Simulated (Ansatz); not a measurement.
We consider fcc Ca, described by PBEsol (Ansatz, a quantum-chemistry and plane-wave program, plane waves, PAW).

Settings: plane-wave cutoff 520 eV, 18×18×18 k mesh, Fermi–Dirac smearing 0.05 eV, scalar-relativistic PAW data made under PBE.

The volume scan:

```json
[
 {"V (Å³/atom)": "38.190", "E − E_lowest (meV/atom)": "8.60"},
 {"V (Å³/atom)": "39.002", "E − E_lowest (meV/atom)": "3.65"},
 {"V (Å³/atom)": "39.815", "E − E_lowest (meV/atom)": "0.84"},
 {"V (Å³/atom)": "40.627", "E − E_lowest (meV/atom)": "0.00"},
 {"V (Å³/atom)": "41.440", "E − E_lowest (meV/atom)": "0.98"},
 {"V (Å³/atom)": "42.253", "E − E_lowest (meV/atom)": "3.63"},
 {"V (Å³/atom)": "43.065", "E − E_lowest (meV/atom)": "7.82"}
]
```

Q: What bulk modulus B0 and pressure derivative B′ does a third-order Birch–Murnaghan fit give?

A: V0 = 40.586 Å³/atom, B0 = 18.0 GPa, B′ = 3.1 (fit to the energies at full precision).

Measured, for comparison: bulk modulus 18.6 GPa (corrected for temperature and zero-point phonon effects, our sources range from 15.9 to 18.7; as tabulated in Levämäki et al. (2014), arXiv:1402.3671); equilibrium volume per atom 42.81 Å³/atom (low-temperature or extrapolated to 0 K; zero-point anharmonic expansion removed; as tabulated in Csonka et al. (2009), arXiv:0903.4037). Computed (rounded) less measured: bulk modulus not scored (sources differ), equilibrium volume per atom -5.2 %.

Computed values are for the static lattice.
